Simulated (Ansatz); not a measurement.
# Reading a saddle point

A first-order saddle point of SiNH₇O, closed shell, PBE0-D4/def2-TZVP, with one imaginary mode of 1293i cm⁻¹:

Si1  (-0.695, -0.256, -0.032)
N2  (1.150, -0.476, 0.182)
H3  (-1.006, -1.547, -0.725)
H4  (-1.333, -0.416, 1.296)
O5  (-1.177, 0.761, -1.234)
H6  (0.932, 0.583, 0.683)
H7  (0.028, 1.329, 0.784)
H8  (1.479, -1.277, 0.710)
H9  (1.677, -0.384, -0.679)
H10  (-1.055, 1.681, -0.983)
(Å)

Program: Ansatz 0.2.0. Basis: def2-TZVPP and def2-QZVPP. Cores are frozen in the correlated methods. Extrapolation: Hartree–Fock as exp(−7.88 √X), correlation as X^−2.97.

Q: Which contacts change along the imaginary mode, and what lies on either side? (Judge from chemistry; the calculation decides.)

A: Computed: The step is SiNH₅O ([NH2][SiH2][OH]) + H₂ → SiH₄O ([OH][SiH3]) + NH₃, with the molecules in contact on both sides. Shortening one way: Si1–H7, N2–H6; lengthening the same way: Si1–N2, H6–H7.
| pair | one side (Å) | saddle (Å) | other side (Å) |
| --- | --- | --- | --- |
| Si1–H7 | 4.03 | 1.92 | 1.49 |
| N2–H6 | 2.84 | 1.19 | 1.01 |
| Si1–N2 | 1.71 | 1.87 | 2.69 |
| H6–H7 | 0.75 | 1.18 | 2.93 |

Q: Which side is lower, and how far does the saddle lie above each? (An estimate is asked for; the value comes from the calculation.)

A: By the calculation: The side with Si1–N2, H6–H7 short is lower by 8.48 kcal/mol; the saddle lies 50.14 kcal/mol above it and 41.66 kcal/mol above the other (CCSD(T) at an estimated basis limit (MP2 extrapolated from triple and quadruple zeta, plus CCSD(T) − MP2 in triple zeta); electronic energies).

No T1 diagnostic of these runs exceeds 0.012.

Labels in which every atom is bracketed show which atoms are joined, not bond orders.

For scale, one of the runs: CCSD(T)/def2-TZVPP, 202 basis functions (an equivalent command: `ansatz run in.yaml --threads 2`). The run took 34 s on 2 CPU threads (shared host), with 2.7 GiB of host memory at its peak.
